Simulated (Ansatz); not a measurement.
Run this with Ansatz's Python interface and show what comes out.

Script `bh7si2.py`:
```python
"""Electronic structure of the BH7Si2 molecule."""

import ansatz
import numpy as np

GEOMETRY = """
Si   -1.13570    0.87180   -0.72800
B     0.62110    0.25170   -0.52230
Si    0.95260   -0.89570    0.98190
H    -1.98630   -0.17950   -1.15440
H    -1.19840    1.95990   -1.78620
H    -1.65870    1.48540    0.53610
H     1.21990   -0.01820   -1.51540
H     0.38670   -2.18680    0.76930
H     0.44210   -0.26650    2.25690
H     2.43980   -1.07330    1.16520
"""

molecule = ansatz.Crystal.molecule()
for line in GEOMETRY.strip().splitlines():
    symbol, *xyz = line.split()
    molecule = molecule.atom(symbol, [float(v) for v in xyz])

base = (
    molecule.calculation()
    .basis(gaussian="cc-pVTZ")
    .functional("pbe")
    .forces()
)
res = base.run(threads=1, backend="cpu")
rep = res.report

print("reference energy %16.6f eV" % rep["reference_energy_ev"])
print("total energy     %16.6f eV" % rep["free_energy_ev"])
print("occupied orbitals outside the frozen core (up, down):", rep["n_occupied"], " frozen:", rep["n_frozen"], " virtual:", rep["n_virtual"])

symbols = [site.symbol for site in molecule.cartesian_sites]
forces = np.array(rep["forces_ev_ang"])
print("largest force", round(float(np.linalg.norm(forces, axis=1).max()), 4), "eV/A, rms", round(float(np.sqrt((forces ** 2).mean())), 4))

charges = rep["charge_distribution"]
print("dipole moment", round(4.803205 * float(np.linalg.norm(charges["dipole_moment_e_ang"])), 3), "D")
print("Mulliken:", [(s, round(q, 3)) for s, q in zip(symbols, charges["mulliken_charges_e"])])
```

```console
$ python bh7si2.py
reference energy    -16534.296070 eV
total energy        -16534.296070 eV
occupied orbitals outside the frozen core (up, down): [20, 20]  frozen: 0  virtual: [176, 176]
largest force 3.3114 eV/A, rms 0.9707
dipole moment 0.358 D
Mulliken: [('Si', 0.056), ('B', -0.054), ('Si', 0.061), ('H', 0.011), ('H', -0.039), ('H', -0.029), ('H', 0.05), ('H', 0.008), ('H', -0.031), ('H', -0.035)]
```

Notes:
- Total energies depend on the basis set; only differences at equal settings carry meaning.
- The geometry is a force-field or estimated start, not a minimum of this method, and the basis set is short of its limit.
- Run time: 6.3 s on 1 thread of Arm Neoverse V1, on a shared host, peak memory 0.28 GiB.
